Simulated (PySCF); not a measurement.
Spectrum to structure. Theory: TDDFT CAM-B3LYP/def2-SVPD, vertical, gas phase, core orbitals frozen in the response (PySCF). Geometries: GFN2-xTB, one conformer each.

| state | λ (nm) | f |
| --- | --- | --- |
| S1 | 208.1 | 0.0001 |
| S2 | 163.7 | 0.059 |
| S3 | 147.3 | 0.033 |
| S4 | 146.6 | 0.0029 |
| S5 | 140.3 | 0.103 |
| S6 | 136.2 | 0.0006 |
| S7 | 136.0 | 0.0028 |
| S8 | 135.0 | 0.049 |

Orbital energies (eV): HOMO-3 -11.29, HOMO-2 -11.07, HOMO-1 -10.87, HOMO -9.68, LUMO 1.04, LUMO+1 1.29, LUMO+2 1.53.

Problem. Which candidate is it? All have the formula C4H8O2.
A. `C1COCCO1`
B. `CCCC(=O)O`
C. `C1COCOC1`

Solution. B. Its S1, at 5.96 eV, is the lowest among the candidates; the nearest of the others has S1 at 6.99 eV. S1 is HOMO→LUMO+1 (94%). S1 has the pattern of n→π* at C=O. At the same level the other candidates give, for their lowest levels:
- `C1COCCO1`: 177 nm (f 0.000); 166 nm (f 0.080); 163 nm (f 0.053); 160 nm (f 0.000); 158 nm (f 0.026); T1 6.80 eV; HOMO -8.44, LUMO 1.43 eV
- `C1COCOC1`: 162 nm (f 0.000); 159 nm (f 0.027); 150 nm (f 0.000); 147 nm (f 0.004); 147 nm (f 0.112); T1 7.53 eV; HOMO -9.22, LUMO 1.35 eV

Shape of the structure used: `[CH3:1][CH2:2][CH2:3][C:4](=[O:5])[OH:6]`: C1–C2–C3–C4 180°, C2–C3–C4–O5 0°, H–O6–C4–C3 180°.
Triplets come from the Tamm–Dancoff approximation.
